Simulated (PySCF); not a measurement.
Reproducing measurements on FHO

**Experimental background.**

From NIST CCCBDB Release 22 (SRD 101), experimental dipoles, for the gas: dipole moment 2.23 D.

The results are set against them at the end.

Species: FHO.
Atom-mapped SMILES: `[OH:1][F:2]` (hydrogens: H3 on O1)

Structure used (PBE0-D3(BJ)/def2-TZVP), in Å, numbered top down from 1:
```xyz
3
FHO angstrom
O     -0.456    0.183   -0.175
F      0.103   -0.728    0.740
H      0.359    0.510   -0.582
```

Runs made with PySCF (gas phase, on this PBE0-D3(BJ)/def2-TZVP geometry; no spin–orbit coupling):

```csv
level,job,basis functions,wall time
"PBE0-D3(BJ)/def2-TZVP, grid level 2",geometry optimisation from a GFN2-xTB start shaken at random,68,3.3 s
B97-2/pcSseg-2,shieldings,86,0.83 s
KT3/pcSseg-2,shieldings,86,1.2 s
PBE0/pcSseg-2,"shieldings, charges and field gradients",86,1.3 s
wB97X-D/pcSseg-2,shieldings,86,0.98 s
CAM-B3LYP/aug-cc-pVTZ,"10 singlets by full TDDFT, 4 Tamm–Dancoff triplets, polarisability",115,1.6 s
PBE0/aug-cc-pVTZ,"10 singlets by full TDDFT, 4 Tamm–Dancoff triplets, polarisability, dynamic polarisability",115,1.7 s
wB97X-D/aug-cc-pVTZ,"10 singlets by full TDDFT, 4 Tamm–Dancoff triplets, polarisability, ΔSCF ions",115,3.2 s
```

Hardware: an Intel Xeon 6975P-C with one thread, shared host.

**Comparison with experiment**

**Dipole moment.** Measured: 2.23 D (NIST CCCBDB Release 22 (SRD 101), experimental dipoles).

| level | computed (D) | computed − measured (D) | % (from the printed values) |
| --- | --- | --- | --- |
| PBE0-D3(BJ)/def2-TZVP | 2.01 | -0.22 | -10 |
| B97-2/pcSseg-2 | 1.96 | -0.27 | -12 |
| KT3/pcSseg-2 | 1.88 | -0.35 | -16 |
| PBE0/pcSseg-2 | 1.97 | -0.26 | -12 |
| wB97X-D/pcSseg-2 | 1.98 | -0.25 | -11 |
| CAM-B3LYP/aug-cc-pVTZ | 1.94 | -0.29 | -13 |
| PBE0/aug-cc-pVTZ | 1.90 | -0.33 | -15 |
| wB97X-D/aug-cc-pVTZ | 1.91 | -0.32 | -14 |

Closest is PBE0-D3(BJ)/def2-TZVP (-0.22 D), furthest KT3/pcSseg-2 (-0.35 D); one molecule doesn't rank methods. All 8 levels lie below the measurement. The computed dipoles belong to one fixed geometry; measured ones are averaged over vibrations unless marked μe. Magnitudes are compared, not signs.

No measured geometry was used, and the causes of the misses weren't examined.
